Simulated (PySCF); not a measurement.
**Chlorine: a sound run and one with changed settings**

Sound run: Cl [Ne] 3s2 3p5, Cl+ [Ne] 3s2 3p4. All numbers are calculated (PySCF 2.14, the non-relativistic Hamiltonian (point nucleus), in cc-pV(T+d)Z). In the sound run the correlated levels freeze [Ne]. The sound run starts from symmetry-adapted Hartree-Fock orbitals and uses a fine grid where one is needed.

Changed run: all electrons correlated in a basis built for the valence shell.

| species | method | sound run (hartree) | changed run (hartree) | converged |
| --- | --- | --- | --- | --- |
| Cl | MP2 | -459.64410 | -459.74731 | yes |
| Cl | CCSD(T) | -459.67356 | -459.77492 | yes |
| Cl+ | MP2 | -459.17687 | -459.27983 | yes |
| Cl+ | CCSD(T) | -459.20642 | -459.30769 | yes |

Ionisation energy of Cl:

```tsv
method	sound run (eV)	changed run (eV)
UHF	11.773	11.773
MP2	12.714	12.721
SCS-MP2	12.712	12.717
CCSD	12.674	12.675
CCSD(T)	12.712	12.714
```

A valence basis has no tight correlating functions, so it recovers only part of the core correlation, and not evenly between atom and ion.

For comparison, NIST gives 12.968 eV between the lowest levels.
